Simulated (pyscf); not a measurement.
SnH₂ (SMILES [SnH2]) [singlet] + NH₃ (SMILES N) → H₂N–SnH₃ (SMILES [NH2][SnH3]), gas phase, singlet surface. PySCF, gas phase, ωB97X-D3(BJ)/def2-SVP geometries. MP2 and CC: frozen core, UHF for open shells. ΔMP2 is the change of the MP2 total energy from the triple- to the quadruple-zeta basis. ΔG in kcal/mol from CCSD(T)/def2-TZVPP + ΔMP2(QZVPP) energies (ideal gas, 1 atm, RRHO with modes under 100 cm⁻¹ raised to 100, one conformer, R ln 2 for chiral ones without a mode under 150 cm⁻¹).

| T (K) | ΔG |
|---|---|
| 298 | -7.4 |
| 600 | +1.9 |
| 900 | ? |
| 1200 | +18.9 |

**Question.** Fit a line to the three values, predict ΔG at 900 K, and estimate where the reaction turns unfavourable at 1 atm of each gas.

**Answer.** Least squares gives ΔG = -15.8 + 29.0 × T/1000 K, so ΔS is about -121 J/(mol K) and ΔH about -15.8 kcal/mol over this range (ΔH at 298 K: -16.9). At 900 K the line gives +10.3; the computed value is +10.6. ΔG = 0 falls near 540 K; 1 kcal/mol in the energy moves that by 34 K. This is thermodynamics alone and says nothing of the barrier. The CCSD(T) − MP2 part came from Ansatz, without density fitting, on the same reference. The frozen core leaves the outer d or s,p core shells of the metals and heavy elements correlated in the MP2 and CC values, and def2-TZVPP describes them poorly, which can shift differences by a few kcal/mol. Elements past Kr carry the def2 core potentials, without spin-orbit coupling.
